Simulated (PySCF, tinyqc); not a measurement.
Inside a calculation. Method: RHF in the sto-3g basis, for CH+, spin multiplicity 1. The lowest restricted solution is unstable here: a spin-polarised one lies 0.0112 hartree lower (PySCF). One step of it, computed by the program tinyqc.

Task: Iteration 2: DIIS coefficients. Solve [B -1; -1 0][c; lambda] = [0; -1] for the coefficients, which sum to one.

B (overlaps of the stored error matrices):
```
               1              2
1  9.4851747e-01  2.9354687e-02
2  2.9354687e-02  6.3306536e-03
```

Give: DIIS coefficients.

Result:

DIIS coefficients: -0.0257  1.0257
